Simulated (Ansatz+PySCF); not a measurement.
singlet C2H4O2: levels of theory in one basis

```xyz
8

C    -0.0098   -0.9276   -0.0668
O    -0.0064   -0.9186    1.1246
O     0.0060    0.1440   -0.8417
C     0.0074    1.4046   -0.1882
H    -0.0080   -1.8392   -0.7020
H    -0.0038    2.1631   -0.9588
H    -0.8835    1.5002    0.4519
H     0.8846    1.4989    0.4523
```

Basis set: def2-SVP (spherical functions). Correlated methods keep 4 orbitals frozen. Charge 0, multiplicity 1.

Computed with Ansatz (development build ahead of 0.2.0); each method stands on the lowest determinant of its kind that the runs found.

```tsv
method	E − E(RHF) (eV)	<S²> of the determinant
RHF	0.00	0.00
RHF-CCSD	-17.99	–
RHF-CCSD(T)	-18.52	–
```

Problem. What does RHF-MP2 give on the same scale?

Solution. -17.24 eV.

Problem. Is a single determinant a sound starting point here?

Solution. By this sign, yes. Unrestricted orbitals gain 0.00 eV and <S²> is 0.00 against 0.00 for a pure state.
